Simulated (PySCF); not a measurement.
## Mayer bond orders and bond lengths

1,4-cyclohexadiene, C6H8.
Numbering: `[CH:1]1=[CH:2][CH2:3][CH:4]=[CH:5][CH2:6]1` (hydrogens: H7 on C1; H8 on C2; H9, H10 on C3; H11 on C4; H12 on C5; H13, H14 on C6)

Geometry (PBE0-D3(BJ)/def2-TZVP, Å), atoms numbered from 1 in this order:
```xyz
14
C6H8 angstrom
C     -0.1244    1.3792    0.2609
C      0.9659    0.9585   -0.3669
C      1.2264   -0.4741   -0.6991
C      0.1176   -1.3801   -0.2742
C     -0.9737   -0.9596    0.3519
C     -1.2193    0.4690    0.7122
H     -0.2476    2.4388    0.4659
H      1.7220    1.6791   -0.6653
H      2.1706   -0.7979   -0.2382
H      1.4004   -0.5805   -1.7792
H      0.2282   -2.4360   -0.5038
H     -1.7414   -1.6769    0.6276
H     -1.3527    0.5597    1.7999
H     -2.1789    0.8012    0.2918
```

Bond orders from the PBE0/pcSseg-2 density (PySCF). Geometry: PBE0-D3(BJ)/def2-TZVP; no solvent, vibrations or thermal averaging.

Q: How far do the computed orders between heavy atoms stray from the drawn ones?

A: The largest departure is 0.168, at C1–C2 (drawn double, 1.832) and C4–C5 (drawn double, 1.832).

Q: Give the Mayer order of every bond between heavy atoms, beside its length.

A: 
| bond | drawn as | length (Å) | Mayer order |
| --- | --- | --- | --- |
| C1–C2 | double | 1.327 | 1.832 |
| C2–C3 | single | 1.494 | 1.014 |
| C3–C4 | single | 1.494 | 1.014 |
| C4–C5 | double | 1.327 | 1.832 |
| C5–C6 | single | 1.494 | 1.014 |
| C6–C1 | single | 1.494 | 1.014 |

By pair of heavy elements: C–C: lowest C2–C3, C3–C4, C5–C6 and 1 more (1.014, 1.494 Å), highest C1–C2 and C4–C5 (1.832, 1.327 Å). Bonds named together lie within 0.004.

Q: And the bonds to hydrogen?

A: C–H: 0.95 to 1.03 (8 bonds).

Q: Sum the orders of all bonds at each heavy atom with more than one neighbour and set the sums beside the valence in the SMILES.

A: C1 3.873 (drawn 4), C2 3.873 (drawn 4), C3 3.926 (drawn 4), C4 3.873 (drawn 4), C5 3.873 (drawn 4), C6 3.926 (drawn 4). Orders between atoms that aren't bonded are not in these sums.

For a closed shell the Mayer order of atoms A and B is Σ (PS)μν (PS)νμ over the basis functions μ on A and ν on B, with P the density and S the overlap matrix.

These values come from a run that also computed NMR shieldings. Time: 51 s of wall time; peak memory 1.3 GiB. Hardware: one thread, Arm Neoverse V1 (aarch64) (shared host).
